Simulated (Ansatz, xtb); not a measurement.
**Relative energy of two isomers of C4H8NO+**

Structure X: `C[N+]#CCCO`, a singlet. Structure Y: `O=CC1C[NH2+]C1`, a singlet. Both are isolated ions in the gas phase, relaxed with PBE0-D3(BJ)/def2-SVP; the shapes shown needn't be the lowest conformers.

X (Å):

```yaml
atoms:
  - { symbol: C, position_ang: [0.9638, 0.7093, 0.7150] }
  - { symbol: C, position_ang: [-0.9788, -0.4418, -0.4953] }
  - { symbol: C, position_ang: [-2.0927, -1.0825, -1.1564] }
  - { symbol: C, position_ang: [-2.8733, -1.9607, -0.1730] }
  - { symbol: N, position_ang: [-0.1016, 0.0699, 0.0390] }
  - { symbol: O, position_ang: [-3.1013, -1.1638, 0.9444] }
  - { symbol: H, position_ang: [0.6921, 1.7598, 0.8897] }
  - { symbol: H, position_ang: [1.8684, 0.6503, 0.0939] }
  - { symbol: H, position_ang: [1.1293, 0.1990, 1.6742] }
  - { symbol: H, position_ang: [-2.7326, -0.2670, -1.5368] }
  - { symbol: H, position_ang: [-1.7086, -1.6491, -2.0208] }
  - { symbol: H, position_ang: [-2.2835, -2.8683, 0.0565] }
  - { symbol: H, position_ang: [-3.7968, -2.2820, -0.6877] }
  - { symbol: H, position_ang: [-3.6448, -1.6345, 1.5867] }
```

Y (Å):

```yaml
atoms:
  - { symbol: C, position_ang: [0.1996, -0.8425, -1.6259] }
  - { symbol: C, position_ang: [0.1179, 0.1995, -2.7362] }
  - { symbol: C, position_ang: [-1.3186, 0.7610, -2.8042] }
  - { symbol: C, position_ang: [0.5174, 1.5795, -2.1713] }
  - { symbol: N, position_ang: [-0.9219, 1.7908, -1.7781] }
  - { symbol: O, position_ang: [-0.2804, -0.5997, -0.5475] }
  - { symbol: H, position_ang: [0.7048, -1.8097, -1.8406] }
  - { symbol: H, position_ang: [0.5836, -0.1178, -3.6768] }
  - { symbol: H, position_ang: [-1.5480, 1.2591, -3.7549] }
  - { symbol: H, position_ang: [-2.1553, 0.1276, -2.4821] }
  - { symbol: H, position_ang: [-1.0660, 1.3864, -0.8372] }
  - { symbol: H, position_ang: [-1.3243, 2.7342, -1.8310] }
  - { symbol: H, position_ang: [0.7965, 2.3044, -2.9467] }
  - { symbol: H, position_ang: [1.2108, 1.6282, -1.3216] }
```

Question: Estimate E(Y) − E(X) at the level CCSD(T)/def2-SVP + ΔMP2/def2-TZVPP.

Answer: Too close to call at this level: CCSD(T)/def2-SVP + ΔMP2/def2-TZVPP gives E(Y) − E(X) = +0.012 eV.

Level by level:

```
                             level              geometry  E(Y) − E(X) (eV)  departure from the last row (eV)  job, with rough time for the two
                          GFN2-xTB              GFN2-xTB              +0.381                            +0.368              optimisation, 0.29 s
                         HF/STO-3G              GFN2-xTB              −0.822                            −0.835              single point, 0.34 s
                r2SCAN-D4/def2-SVP              GFN2-xTB              −0.073                            −0.085                 single point, 4 s
              PBE0-D3(BJ)/def2-SVP  PBE0-D3(BJ)/def2-SVP              −0.181                            −0.193                optimisation, 39 s
                       HF/def2-SVP  PBE0-D3(BJ)/def2-SVP              +0.216                            +0.203           part of the CCSD(T) run
                      MP2/def2-SVP  PBE0-D3(BJ)/def2-SVP              +0.018                            +0.006           part of the CCSD(T) run
                  CCSD(T)/def2-SVP  PBE0-D3(BJ)/def2-SVP              −0.052                            −0.065                      single point
CCSD(T)/def2-SVP + ΔMP2/def2-TZVPP  PBE0-D3(BJ)/def2-SVP              +0.012                                                  single point, 59 s
```

As drawn, Y has 1 C=O, 1 C–C, 1 C–N, 2 N–H in place of 1 C≡N, 1 C–O, 1 C–H, 1 O–H. Structure X has no ring, Y a 4-membered ring.

The largest departure from CCSD(T)/def2-SVP + ΔMP2/def2-TZVPP is that of HF/STO-3G, 0.835 eV. A small imaginary or near-zero mode remains, so no thermal terms are given. The last row adds to CCSD(T) the change of the MP2 difference between the two basis sets, here +0.065 eV.

The correlated steps freeze 6 core orbitals. Codes used: Ansatz 0.2.0, xtb 6.7.1; the last row on 2 threads of Arm Neoverse V2 on a shared host.
